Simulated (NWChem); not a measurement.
# B3LYP/def2-SVPD run of C2H5O− (ethanolate)

Aim: the vertical ionisation energy of C2H5O− (ethanolate) at B3LYP/def2-SVPD, from 2 runs. 

Program for the calculation: NWChem 7.3.0.

4 further runs of the same task are left out: 1 that didn't finish, 3 set aside as unsound or not needed. Runs told in other sessions of the task aren't counted.

## (1) The system as given

C2H5O−: 8 atoms, total charge -1, spin state singlet. As SMILES, `CC[O-]`. The coordinates come from a PBE0-D4/def2-TZVPD relaxation.

Bond lengths: C1–C2 1.548 Å, C2–O3 1.325 Å, C1–H4 1.103 Å, C1–H5 1.097 Å, C1–H6 1.097 Å, C2–H7 1.138 Å, C2–H8 1.138 Å. Some angles: C1–C2–O3 114.4°, C1–C2–H7 104.5°, C1–C2–H8 104.5°, O3–C2–H7 114.8°, O3–C2–H8 114.8°, C2–C1–H4 112.2°, C2–C1–H5 109.5°, C2–C1–H6 109.5°, H7–C2–H8 102.5°, H4–C1–H5 108.9°.

## (2) Energy and forces at B3LYP/def2-SVPD

Input file c2h5o.nw:

```
echo
start c2h5o
title "C2H5O"
memory total 2200 mb
charge -1

geometry units angstrom noautosym nocenter noautoz
  C    -0.440680    0.576090   -0.258010
  C     0.455590   -0.573780    0.261950
  O     1.696460   -0.210870    0.553250
  H    -1.463760    0.234370   -0.488810
  H     0.003400    1.006710   -1.163790
  H    -0.492690    1.370710    0.496300
  H     0.369470   -1.383990   -0.532330
  H    -0.127780   -1.019260    1.131420
end

basis spherical bse
  * library def2-SVPD
end

dft
  xc b3lyp
  mult 1
  grid fine
  convergence energy 1e-08
  maxiter 100
  mulliken
  print low
end

task dft gradient
```

Command:

```
nwchem c2h5o.nw > c2h5o.out
```

Standard output:

```text
[...]
 d= 0,ls=0.0,diis     1   -154.1901831212 -2.29D+02  2.20D-02  1.07D+00     4.1
[...]
 d= 0,ls=0.0,diis    10   -154.3296864593 -2.11D-10  7.40D-07  1.30D-09    32.2
         Total DFT energy =     -154.329686459331
      One electron energy =     -362.443381073264
           Coulomb energy =      155.169747955330
    Exchange-Corr. energy =      -21.467676066598
 Nuclear repulsion energy =       74.411622725201
[...]
      Total Density - Mulliken Population Analysis
     ---------------------------------------------
    Atom       Charge   Shell Charges
 -----------   ------   -------------------------------------------------------
    1 C    6     5.75   1.98  0.97 -0.38  0.17  2.11  0.70  0.03  0.17
    2 C    6     5.84   1.98  0.96 -0.30  0.30  2.04  0.52  0.09  0.26
    3 O    8     8.80   1.99  1.09  0.71  0.08  2.83  1.75  0.32  0.01  0.02
    4 H    1     1.06   0.78  0.22  0.02  0.05
    5 H    1     1.11   0.78  0.25  0.02  0.06
    6 H    1     1.11   0.78  0.25  0.02  0.06
    7 H    1     1.16   0.79  0.27  0.02  0.08
    8 H    1     1.16   0.79  0.27  0.02  0.08
[...]
                         DFT ENERGY GRADIENTS
    atom               coordinates                        gradient
                 x          y          z           x          y          z
   1 C      -0.832764   1.088652  -0.487568    0.000591  -0.000457   0.000268
   2 C       0.860940  -1.084287   0.495014    0.002700   0.000945   0.000599
   3 O       3.205845  -0.398487   1.045491   -0.008169  -0.001604  -0.002090
   4 H      -2.766105   0.442895  -0.923717    0.004275   0.001471   0.000956
   5 H       0.006425   1.902406  -2.199244   -0.001716  -0.001784   0.003852
   6 H      -0.931049   2.590266   0.937871    0.000371  -0.003310  -0.003129
   7 H       0.698197  -2.615362  -1.005958    0.000191   0.002945   0.002394
   8 H      -0.241469  -1.926122   2.138074    0.001757   0.001794  -0.002849
 Task  times  cpu:       41.0s     wall:       41.0s
 Total times  cpu:       41.1s     wall:       41.1s
```

It took 42 s on 1 thread of Intel Xeon Platinum 8259CL at 2.50GHz (Skylake/Cascade Lake), shared host; peak memory 0.12 GiB.

## (3) Doublet neutral C2H5O: a single-point energy at UB3LYP/def2-SVPD

Input file run.py:

```python
from ase import Atoms
from ase.calculators.nwchem import NWChem

mol = Atoms('CCOHHHHH', positions=[
    [-0.440680, 0.576090, -0.258010],
    [0.455590, -0.573780, 0.261950],
    [1.696460, -0.210870, 0.553250],
    [-1.463760, 0.234370, -0.488810],
    [0.003400, 1.006710, -1.163790],
    [-0.492690, 1.370710, 0.496300],
    [0.369470, -1.383990, -0.532330],
    [-0.127780, -1.019260, 1.131420],
])

calc = NWChem(
    label='mymol',
    theory='dft',
    memory='2200 mb',
    basis='def2-SVPD',
    basispar='spherical bse',
    dft={'xc': 'b3lyp', 'mult': '2', 'grid': 'fine', 'convergence': 'energy 1e-08', 'iterations': '100', 'mulliken': None},
    task='energy',
)
mol.calc = calc

e = mol.get_potential_energy()
print(f"E = {e:.6f} eV")
```

Command:

```
export ASE_NWCHEM_COMMAND="nwchem PREFIX.nwi > PREFIX.nwo"
python run.py
```

Standard output:

```text
E = -4197.718559 eV
```

The calculator wrote mymol.nwi:

```
title "mymol"

permanent_dir mymol

scratch_dir mymol

start mymol

geometry units angstrom nocenter noautosym noautoz
  C  -4.4068000000000002e-01 5.7608999999999999e-01 -2.5801000000000002e-01
  C  4.5558999999999999e-01 -5.7377999999999996e-01 2.6195000000000002e-01
  O  1.6964600000000001e+00 -2.1087000000000000e-01 5.5325000000000002e-01
  H  -1.4637600000000000e+00 2.3436999999999999e-01 -4.8881000000000002e-01
  H  3.3999999999999998e-03 1.0067100000000000e+00 -1.1637900000000001e+00
  H  -4.9269000000000002e-01 1.3707100000000001e+00 4.9630000000000002e-01
  H  3.6947000000000002e-01 -1.3839900000000001e+00 -5.3232999999999997e-01
  H  -1.2778000000000000e-01 -1.0192600000000001e+00 1.1314200000000001e+00
end

memory 2200 mb

basis spherical bse noprint
   * library def2-SVPD
end

dft
  xc b3lyp
  mult 2
  grid fine
  convergence energy 1e-08
  iterations 100
  mulliken
end

task dft energy
```

mymol.nwo:

```text
Northwest Computational Chemistry Package (NWChem) 7.3.0
             --------------------------------------------------------

           Job information
           ---------------

    nwchem branch   = 7.3.0
    use scalapack   = T
    input           = mymol.nwi
    prefix          = mymol.
    data base       = mymol/mymol.db
    status          = startup
    nproc           =        1

           Memory information
           ------------------

    heap     =     72089594 doubles =      550.0 Mbytes
    stack    =     72089599 doubles =      550.0 Mbytes
    global   =    144179200 doubles =     1100.0 Mbytes (distinct from heap & stack)
    total    =    288358393 doubles =     2200.0 Mbytes
    verify   = yes
    hardfail = no

           Directory information
           ---------------------

  0 permanent = mymol
  0 scratch   = mymol

                                NWChem Input Module
                                -------------------

                                       mymol
                                       -----

 Scaling coordinates for geometry "geometry" by  1.889725989
 (inverse scale =  0.529177249)

                             Geometry "geometry" -> ""
                             -------------------------

 Output coordinates in angstroms (scale by  1.889725989 to convert to a.u.)

[... 17 lines left out ...]
            Nuclear Dipole moment (a.u.)
[... 69 lines left out ...]
  convergence criterion.
[... 16 lines left out ...]
          Convergence on density requested:  1.00D-05
[... 23 lines left out ...]
          Spatial weights used:  Erf1
[... 3 lines left out ...]
          Convergence aids based upon iterative change in
[... 82 lines left out ...]
         Total DFT energy =     -154.263312994828
[... 1 line left out ...]
           Coulomb energy =      148.343026975576
[... 1 line left out ...]
 Nuclear repulsion energy =       74.411622725201
[... 735 lines left out ...]
                     DFT Final Beta Molecular Orbital Analysis
[... 812 lines left out ...]
   alpha     81     82     83     84     85     86     87     88     89     90
    beta     81     82     83     84     85     86     87     88     89     90
 overlap   0.987  0.988  0.989  0.988  0.999  0.999  0.999  0.999  0.998  0.999

   alpha     91     92     93     94     95     96     97     98     99    100
    beta     91     92     93     94     95     96     97     98     99    100
 overlap   1.000  0.999  1.000  0.987  0.993  0.934  0.948  0.947  0.946  0.997

   alpha    101    102    103
    beta    101    102    103
 overlap   1.000  0.993  0.999

     --------------------------
     Expectation value of S2:
     --------------------------
      <S2> =      0.7547 (Exact =     0.7500)

 center of mass
 --------------
 x =   1.07376559 y =  -0.13154952 z =   0.34975026

 moments of inertia (a.u.)
 ------------------
          81.345921681219          41.177715843079         -47.136441743842
          41.177715843079         168.830761682606          21.081506317592
         -47.136441743842          21.081506317592         190.145624288350

     Multipole analysis of the density
     ---------------------------------

     L   x y z        total         alpha         beta         nuclear
     -   - - -        -----         -----         ----         -------
     0   0 0 0     -0.000000    -13.000000    -12.000000     25.000000

     1   1 0 0     -0.790751    -12.989223    -10.383338     22.581810
[... 8 lines of this table left out ...]
     2   0 0 2    -14.122469    -20.179254    -17.737034     23.793819

 Task  times  cpu:       61.7s     wall:       61.7s
 Total times  cpu:       61.7s     wall:       61.7s
```

Run time: 63 s. Hardware: 1 thread of Intel Xeon Platinum 8259CL at 2.50GHz (Skylake/Cascade Lake), shared host; peak memory 0.12 GiB.

## (4) Results

At B3LYP/def2-SVPD:

| quantity | value |
| --- | --- |
| singlet C2H5O−: total energy | -154.32969 Eh |
| singlet C2H5O−: largest force on an atom | 0.441 eV/Å |
| doublet neutral C2H5O: total energy | -154.26331 Eh |
| doublet neutral C2H5O: dipole moment | 2.16 D |
| doublet neutral C2H5O: HOMO energy (highest over α and β) | -7.42 eV |
| doublet neutral C2H5O: LUMO energy (lowest over α and β) | -4.41 eV |
| doublet neutral C2H5O: ⟨S²⟩ | 0.755 |
| vertical detachment energy (to the doublet neutral) | 1.806 eV |

What this shows: Removing an electron at fixed nuclei costs 1.81 eV (42 kcal/mol). The largest force (singlet C2H5O−) is 0.44 eV/Å: the shape isn't a stationary point for this species at this level. Mulliken charges (doublet neutral C2H5O) run from -0.31 on O3 to +0.41 on C1; in a basis this large or diffuse they mean little.
